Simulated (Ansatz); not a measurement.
## How far a parabola holds: energy against volume of fcc Pb

System: fcc Pb. Method: PBEsol (Ansatz, a program for electronic structure, plane waves, PAW). Run with plane-wave cutoff 520 eV, 20×20×20 k mesh, Fermi–Dirac smearing 0.05 eV, scalar-relativistic PAW data made under PBE. The cell has no free parameter but its volume, all volumes share cutoff and mesh, and the runs aren't spin-polarised. Energies are free energies at the run's smearing, counted from the lowest row; static lattice.

| V (Å³/atom) | E (meV/atom) |
|---|---|
| 28.820 | 7.66 |
| 29.420 | 1.83 |
| 30.020 | 0.00 |
| 30.621 | 1.72 |
| 31.221 | 6.57 |
| 31.822 | ? |

Taking a parabola for E over the 5 complete rows: With u = V - 30.0, the rows have u = -1.1800, -0.5800, 0.0200, 0.6210, 1.2210. Least squares gives E = 0.006 - 0.5840·u + 4.9390·u². Residuals (row less fit): 0.088, -0.176, 0.004, 0.172, -0.086; standard error 0.195 (degrees of freedom: 2). The fitted curve has its minimum at V = 30.1, where E = -0.01. Its curvature is d²E/dV² = 2 × 4.9390 meV/Å⁶, so B = V0·d²E/dV² × 0.1602 = 47.6 GPa.

### Question
Estimate the missing E (V = 31.822); what did the run itself give?

### Answer
u = 1.8220, so E = 0.006 - 0.5840 × 1.8220 + 4.9390 × 1.8220² = 15.338 meV/atom. The calculation gives 14.20 meV/atom, 1.138 meV/atom below the prediction (8.0 % of the range of E in the table). The row lies outside the fitted rows, so this is an extrapolation. From the scatter of the fitted rows alone, a prediction at this place has a standard error of 0.461 meV/atom, so the miss is 2.5 times that.

The residuals are curvature that a parabola lacks, not noise. A solid that stiffens under compression and softens on expansion lies above the parabola at the compressed end and under it at the expanded end, as this row does. A third-order Birch-Murnaghan fit to the whole scan has B0 = 47.2 GPa. Only scans are tabulated whose curvature falls smoothly with volume, and where the parabola meets the shown rows within 5 % of their range and misses the end by 0.1 meV or more.

Measured, for comparison: bulk modulus 47 GPa (corrected for temperature and zero-point phonon effects; as tabulated in Levämäki et al. (2014), arXiv:1402.3671). Computed less measured: bulk modulus +0.4 %.

Spin–orbit coupling is not included; it can shift volumes and moduli of such heavy elements.
